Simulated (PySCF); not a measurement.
Ionisation energy of N by level of theory

N [He] 2s2 2p3 (4S) → N+ [He] 2s2 2p2 (3P), as a difference of total energies. Computed with PySCF 2.14 in aug-cc-pVQZ with one added diffuse shell each of s, p, d, f, g type (7s6p5d4f3g, 105 functions), with no relativity, point nucleus. Correlated levels: valence: 1s2 frozen. The calculations carry no spin-orbit coupling.

| method | ionisation energy (eV) | error (eV) |
| --- | --- | --- |
| UHF | 13.894 | -0.651 |
| LDA | 15.007 | +0.462 |
| PBE | 14.731 | +0.186 |
| PBE0 | 14.702 | +0.157 |
| r2SCAN | 14.805 | +0.260 |
| BLYP | 14.500 | -0.045 |
| PW91 | 14.807 | +0.262 |
| B97-3 | 14.573 | +0.028 |
| wB97X | 14.573 | +0.028 |
| MP2 (valence) | 14.619 | +0.074 |
| SCS-MP2 (valence) | 14.354 | -0.191 |

Reference: 14.545 eV (measured; NIST levels, between the centres of gravity of the two terms).

Errors of the correlated levels include the incompleteness of this basis and the frozen core.
